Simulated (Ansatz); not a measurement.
We consider fluorite CdF₂, described by PBE in Ansatz (plane waves, PAW).

Run with plane-wave cutoff 520 eV, 8×8×8 k mesh, perturbation theory, scalar-relativistic PAW data made under PBE.

Cell (relaxed at this level):

```cif
data_Cd4F8
_chemical_formula_sum 'Cd4 F8'
_space_group_name_H-M_alt 'Fm-3m'
_space_group_IT_number 225
_space_group_name_Hall '-F 4 2 3'
_cell_length_a 5.48145
_cell_length_b 5.48145
_cell_length_c 5.48145
_cell_angle_alpha 90.000
_cell_angle_beta 90.000
_cell_angle_gamma 90.000
loop_
_atom_site_label
_atom_site_type_symbol
_atom_site_symmetry_multiplicity
_atom_site_Wyckoff_symbol
_atom_site_fract_x
_atom_site_fract_y
_atom_site_fract_z
_atom_site_occupancy
Cd1 Cd 4 a 0.00000 0.00000 0.00000 1
F1 F 8 c 0.25000 0.25000 0.25000 1
```
(The calculation used a cell of 3 atoms; values per cell refer to that cell.)

Estimate the high-frequency dielectric constant and static dielectric constant that the calculation returns.


- high-frequency dielectric constant = 2.86
- static dielectric constant = 9.79

Measured, for comparison: high-frequency dielectric constant 2.4, static dielectric constant 8.1 (300 K, no zero-point or thermal correction; as tabulated in Rakita et al. (2019), arXiv:1907.03971). Computed (rounded) less measured: high-frequency dielectric constant +19 %, static dielectric constant +21 %.

It cost very roughly 7 core-minutes of CPU time.

Ansatz is a program for electronic structure.
